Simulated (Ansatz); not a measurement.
## One elementary step

Start structure (SiH₄O₂, closed shell), relaxed at PBE0-D4/def2-TZVP:

Si1  (-0.108, 0.099, 0.388)
O2  (0.229, 1.087, -0.882)
O3  (0.862, -1.219, 0.388)
H4  (0.861, -1.781, -0.388)
H5  (-1.547, -0.280, 0.296)
H6  (0.198, 0.778, 1.663)
H7  (-0.494, 1.317, -1.466)
(Å)

The step: SiH₄O₂ ([OH][SiH2][OH]) → SiH₂O ([O][SiH2]) + H₂O (still joined by a long Si–O bond); bonds formed: O2–H4; bonds broken: O3–H4; bonds weakened to dative contacts: Si1–O2. Ansatz 0.2.0; basis: def2-TZVPP and def2-QZVPP; cores frozen in the correlated methods. Extrapolation: Hartree–Fock as exp(−7.88 √X), correlation as X^−2.97. Energies below are by CCSD(T) at an estimated basis limit (MP2 extrapolated from triple and quadruple zeta, plus CCSD(T) − MP2 in triple zeta).

(1) What are the electronic barrier and the energy of the step, from the start structure to the end structure? (To be estimated.)

The T1 diagnostic stays at or below 0.017.

## Answers

(1) The calculation gives: Barrier 222.7 kJ/mol; step energy 213.0 kJ/mol (uphill); reverse barrier, their difference, 9.6 kJ/mol. Barrier and step energy count from the start structure, the reverse barrier from the end structure.

The saddle point: One imaginary mode of 551i cm⁻¹.
```tsv
pair	start (Å)	saddle (Å)	end (Å)
O2–H4	2.98	1.07	0.98
Si1–O2	1.64	1.87	1.96
O3–H4	0.96	1.58	2.17
```

Zero-point energy (harmonic, PBE0-D4): ZPE is 118.3 kJ/mol at the start and 113.0 kJ/mol at the saddle, so the barrier goes from 222.7 to 217.4 kJ/mol.

Labels in which every atom is bracketed show which atoms are joined, not bond orders.

For scale, one of the runs: CCSD(T)/def2-TZVPP, 160 basis functions, launched by `ansatz run in.yaml --threads 2 --pin off --events-out ev --progress --plain --max-ram 4352MiB`. Hardware: 2 CPU threads of an Arm Neoverse V1, shared host. Wall time 22 s; peak host memory 1.2 GiB.
